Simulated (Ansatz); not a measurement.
A run for Ansatz (a quantum-chemistry and plane-wave program): U-CCSD(T)/aug-cc-pV(Q+d)Z on O (SMILES [O]), 2S+1 = 3. Files ending in .json are basis or fitting sets from the Basis Set Exchange.

Ansatz 0.2 input:
```yaml
crystal:
  periodic: [false, false, false]
  atoms:
    - {symbol: O, position_ang: [0.00000000, 0.00000000, 0.00000000]}
basis:
  gaussian:
    orbitals: aug-cc-pV_Q+d_Z.json
magnetization: {spin_polarized: true, initial_magnetization: 2}
correlation: {method: ccsd_t, electrons: outside_noble_gas}
scf: {omitted_lower_state_checks: [cluster_reference]}
```

The log:

```
WARN ansatz: RAYON_NUM_THREADS=2 ignored (pool sized by the plan → 2); use --threads N
Functional definition: HF
these checks for a lower state are left out or cut short: cluster_reference
integrals: 0.09 GiB planned
487 factors; integrals over basis functions are off by at most 1.3e-4 eV
mean field: 0.12 GiB planned
mean field evaluation 1: about -2035.5226 eV, gradient 9.0e0 eV
mean field evaluation 2: about -2035.5228 eV, gradient 9.0e0 eV
mean field evaluation 4: about -2035.8820 eV, gradient 9.7e-1 eV
mean field evaluation 8: about -2035.8913 eV, gradient 2.3e-4 eV
mean field evaluation 16: about -2035.8913 eV, gradient 6.4e-3 eV
mean field -2035.89129287 eV, -74.8176250362 hartree, gradient 2.0e-6 eV, S^2 2.009359; 3 other end points of the search recorded, 0 dependent functions left out
1 core orbitals not correlated
reference -2035.89129287 eV, -74.8176250362 hartree; 4, 2 occupied and 75, 77 virtual orbitals, 487 factors
second order -4.32888852 eV of doubles, -0.00000000 eV of singles
coupled cluster: 0.27 GiB planned
cycle   1  -4.62786780 eV  change   -3.0e-1 eV  update   2.8e-2
cycle   2  -4.71983846 eV  change   -9.2e-2 eV  update   1.0e-2
cycle   3  -4.72887146 eV  change   -9.0e-3 eV  update   3.8e-3
cycle   4  -4.72771945 eV  change    1.2e-3 eV  update   1.7e-3
cycle   5  -4.72841652 eV  change   -7.0e-4 eV  update   6.8e-4
cycle   6  -4.72862555 eV  change   -2.1e-4 eV  update   2.2e-4
cycle   7  -4.72862355 eV  change    2.0e-6 eV  update   7.3e-5
cycle   8  -4.72862056 eV  change    3.0e-6 eV  update   2.1e-5
cycle   9  -4.72861284 eV  change    7.7e-6 eV  update   6.7e-6
cycle  10  -4.72861416 eV  change   -1.3e-6 eV  update   1.5e-6
perturbative correction -0.10528489 eV, -0.0038691482 hartree
Total energy: -2040.72519191 eV, -74.9952675496 hartree
Checks for a lower state left out: cluster_reference
```

Self-consistency was reached.

Cost: roughly 2.9 core-seconds.
